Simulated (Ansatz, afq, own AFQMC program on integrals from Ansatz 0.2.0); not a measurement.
# Atomization energy of SiNH$_{2}$, quartet

```json
{"atom": "Si", "x (Å)": "0.0095", "y (Å)": "-0.1038", "z (Å)": "0.6022"}
{"atom": "N", "x (Å)": "-0.0872", "y (Å)": "0.1443", "z (Å)": "-1.1807"}
{"atom": "H", "x (Å)": "0.2656", "y (Å)": "1.1829", "z (Å)": "1.3191"}
{"atom": "H", "x (Å)": "0.6831", "y (Å)": "-0.2976", "z (Å)": "-1.6914"}
```

Connectivity, by distances: SiH–NH.

Atoms in their ground-state spins without spin–orbit coupling (mostly on UHF) minus the molecule (UHF), without zero-point energy. The geometry is a stationary point, not shown to be a minimum.

Basis cc-pVDZ. Noble-gas cores (and the filled d shells of Ga–Kr and In–Xe) are frozen. Ansatz 0.2.0 and our own AFQMC program on the same integrals; the CISD trial comes from CCSD amplitudes, and released means the phaseless constraint is let go. Free projection: walkers drawn from exp(T), propagated without any constraint. Its projection time is finite, and what remains of the start isn't in its error. ± is one standard error of the sampling. The errors of all members are added in quadrature.

No full CI on the walks' own integrals is used here; CCSDT(Q) serves as the reference and is uncertain by about the last step of the cluster series. Each member takes its own surest rung, up to full CI.

The best estimate is CCSD(T) at the basis-set limit (CBS: def2-TZVPP and def2-QZVPP, with their diffuse functions for anions and beside diffuse sets, CCSD(T) itself extrapolated) plus the step from CCSD(T) to CCSDT(Q) in cc-pVDZ. Rows without CBS are in cc-pVDZ, the functionals in def2-TZVP; B2PLYP and the wave-function rows carry a basis error of their own. Core correlation and relativity beyond core potentials are missing, and ± holds the sampling alone.

Cautions: SiNH₂ (quartet): another spin lies lower.

Best estimate: 841.4 kJ/mol.

```csv
level,atomization energy (kJ/mol),error against the best estimate (kJ/mol)
HF,489.7,-351.7
MP2,700.8,-140.6
CCSD,691.2,-150.2
CCSD(T),702.3,-139.1
CCSDT,703.6,-137.8
CCSDT(Q),704.7,-136.7
ph-AFQMC/CISD,703.9 ± 0.3,-137.5 ± 0.3
released AFQMC,704.9 ± 0.4,-136.5 ± 0.4
free AFQMC,704.3 ± 0.2,-137.1 ± 0.2
HF/CBS,546.3,-295.0
MP2/CBS,832.9,-8.5
CCSD(T)/CBS,839.0,-2.4
PBE,879.3,37.9
r2SCAN,870.7,29.3
PBE0,850.8,9.4
B3LYP,854.8,13.4
wB97M-V,837.5,-3.9
B2PLYP,829.3,-12.1
```

Correlation beyond CCSD(T) adds 2.4 kJ/mol. Going to the basis-set limit adds 136.8 kJ/mol at CCSD(T). The perturbative (T) step is worth +11.1 kJ/mol. The functionals spread over 50.0 kJ/mol; wB97M-V comes nearest and PBE is 37.9 kJ/mol too high.

Best estimates are given only where the step beyond CCSD(T) is under 0.3 eV and no member's determinant is very poor (T1 over 0.05, or 0.07 for open shells, ⟨S²⟩ too high by 0.3, two states mixed), so the hardest cases are missing from such tables.

The functionals ran in a triple-zeta set and keep a basis error of their own, a few kJ/mol for each bond in atomization energies and more for double hybrids, so close places among them and the extrapolated levels can swap.

CCSDT and higher add their correlation energy to the determinant of the CCSD(T) run, since their own runs factorise the integrals more tightly (a shift of under 2 meV). Free projections are given only where their last times agree within the noise and don't stop above the reference; a slow remainder of the start can still hide under it. Each member of a difference takes its own highest rung, so a best estimate needn't equal the limit plus the step of one row. Released energies are given only where the last usable release times agree within the noise; a slower fall can still hide under it.
